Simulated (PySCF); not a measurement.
methane (CH4), SMILES C.

Coordinates come from a B3LYP-D3(BJ)/def2-TZVPD optimisation.

Calculation: TDA-B3LYP/def2-TZVPD run with PySCF.

Vertical excitations; the highest root listed may be one member of a degenerate set. Gas-phase values at a fixed geometry. State labels are in the subgroup D2.

```
state  symmetry  energy (eV)  λ (nm)      f                                                main pairs
-----  --------  -----------  ------  -----  --------------------------------------------------------
S1           B2         9.99     124  0.123                              HOMO−1→LUMO (degenerate set)
S2           B3         9.99     124  0.123                                HOMO→LUMO (degenerate set)
S3           B1         9.99     124  0.123                              HOMO−2→LUMO (degenerate set)
S4           B2        12.07     103  0.092               HOMO−2→LUMO+3, HOMO→LUMO+1 (degenerate set)
S5           B1        12.07     103  0.092               HOMO−1→LUMO+3, HOMO→LUMO+2 (degenerate set)
S6           B3        12.07     103  0.092             HOMO−2→LUMO+2, HOMO−1→LUMO+1 (degenerate set)
S7           B1        12.09     103  0.000               HOMO→LUMO+2, HOMO−1→LUMO+3 (degenerate set)
S8           B2        12.09     103  0.000               HOMO→LUMO+1, HOMO−2→LUMO+3 (degenerate set)
S9           B3        12.09     103  0.000             HOMO−1→LUMO+1, HOMO−2→LUMO+2 (degenerate set)
S10           A        12.13     102  0.000                    HOMO−1→LUMO+2 49 %, HOMO−2→LUMO+1 49 %
T1           B1         9.62     129      0                              HOMO−2→LUMO (degenerate set)
T2           B2         9.62     129      0                              HOMO−1→LUMO (degenerate set)
T3           B3         9.62     129      0                                HOMO→LUMO (degenerate set)
T4            A        11.15     111      0  HOMO→LUMO+3 29 %, HOMO−1→LUMO+2 29 %, HOMO−2→LUMO+1 29 %
```
Triplets are in the Tamm–Dancoff approximation.
